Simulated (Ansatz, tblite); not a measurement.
Cost and result up the ladder for Na3H3 (the lowest singlet isomer of a short search) (6 atoms). Charge 0, multiplicity 1. Geometry: PBE0-D4/def2-TZVP.

```
atom    x (Å)    y (Å)    z (Å)
 Na1   1.0993   0.5084   1.5479
 Na2  -1.9592   0.0686   0.1220
 Na3   0.8607  -0.5779  -1.6697
  H4  -0.9359   0.6276   1.8160
  H5  -1.1952  -0.5448  -1.6858
  H6   2.1304  -0.0819  -0.1303
```

Ansatz on 4 threads of Arm Neoverse V2 on a shared host; xTB runs through tblite on one thread. Times are rough, summed over both states, and most runs start from the orbitals of an earlier one. CCSD(T)/def2-TZVPP serves as the yardstick here, not as an exact answer. The other state is a doublet.

The xTB rows come from tblite. Correlated methods freeze 3 core orbitals; core or outer-core shells of Na are correlated, in sets that lack core-valence functions. In CCSD on the charge 1 doublet the largest single amplitude is 0.26, so its Hartree–Fock determinant may place the open shell otherwise than the density functionals do. The structure comes from a short search, and lower isomers may exist.

Run but left out: PBE-D4/def2-TZVP, r2SCAN-D4/def2-TZVP (charge +1 doublet: an occupied level 0.19 to 0.23 eV above an empty one).

Correlated methods converge slowly with the basis.

Raw xTB energies of ions are shifted by several eV.

```tsv
level	functions	wall time
GFN1-xTB	18	0.004 s
GFN2-xTB	15	0.004 s
PBE0-D4/def2-TZVP (with forces)	114	9.2 s
CCSD(T)/def2-TZVPP	138	90 s
```

(1) Estimate what each level gives for the vertical IE (eV).

Answers

(1) 
```
                          level  vertical IE (eV)  difference from CCSD(T)/def2-TZVPP (eV)
                       GFN1-xTB             12.67                                     4.80
                       GFN2-xTB             11.62                                     3.74
PBE0-D4/def2-TZVP (with forces)              7.51                                    -0.37
             CCSD(T)/def2-TZVPP              7.88                                     0.00
```
